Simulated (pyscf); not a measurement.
Single points on ωB97X-D3(BJ)/def2-SVP structures (PySCF, gas phase).

Estimate the classical barrier height and the reaction energy of methane (CH₄) + F–Zn–Cl → H₃C–Zn–Cl + hydrogen fluoride (HF) at ωB97M-D3(BJ)/def2-TZVP. The step runs on the singlet surface, breaks C–H, F–Zn and forms C–Zn, F–H; take the separated reactants as zero.

ΔE‡ = 30.8 kcal/mol, ΔE = +17.6 kcal/mol. Zero-point energy shifts the barrier by -1.9 kcal/mol. It is a four-centre exchange, with an imaginary mode of 1132i cm⁻¹. One saddle was located; it need not be the lowest between these sides. Elements up to Kr have no core potential and no relativistic terms here.
